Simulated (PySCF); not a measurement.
Species: BH2(OMe), CH₅BO.
Z-matrix (Å and degrees, PBE0-D3(BJ)/def2-SVP geometry), rows numbered from 1:
```
B 
H   1  1.2164
H   1  1.2084  2  122.91
O   1  1.3386  2  120.17  3  -179.84
C   4  1.4051  1  123.19  2     0.88
H   5  1.1004  4  109.18  1  -125.38
H   5  1.1009  4  109.36  1   116.41
H   5  1.1026  4  111.67  1    -4.44
```

The closed-shell ground state was solved at several levels (PySCF, density fitting, gas phase, non-relativistic).

| level | basis functions | total energy (Eh) | HOMO (eV) | LUMO (eV) | gap (eV) | dipole (D) |
| --- | --- | --- | --- | --- | --- | --- |
| B3LYP/pcJ-1 | 131 | -141.2224 | -8.38 | -0.52 | 7.86 | 1.82 |
| PBE0/pcSseg-1 | 76 | -141.0176 | -8.57 | -0.26 | 8.31 | 1.82 |
| wB97X-D/pcSseg-1 | 76 | -141.1464 | -10.52 | 1.67 | 12.19 | 1.81 |

**Question.** What might CAM-B3LYP/def2-SVPD (103 basis functions) give for the same quantities?

**Answer.** Total energy -141.0408 Eh, HOMO -10.07 eV, LUMO 0.67 eV, gap 10.74 eV, dipole 1.68 D.

**Question.** Over all these levels, which gives the widest orbital gap and which the narrowest?

**Answer.** wB97X-D/pcSseg-1 (range-separated hybrid) has the widest, 12.19 eV, and B3LYP/pcJ-1 (global hybrid, 20 % exact exchange) the narrowest, 7.86 eV. Functional and basis both differ between the two, so the spread mixes both effects.

**Question.** How far do the dipole and the HOMO energy spread over the levels?

**Answer.** The dipole runs from 1.68 to 1.82 D (mean 1.78 D) and the HOMO from -10.52 to -8.38 eV.

One conformer stands for the species.

The pairwise dispersion term of wB97X-D wasn't added to the energies; at a given geometry it leaves orbitals and properties as they are.
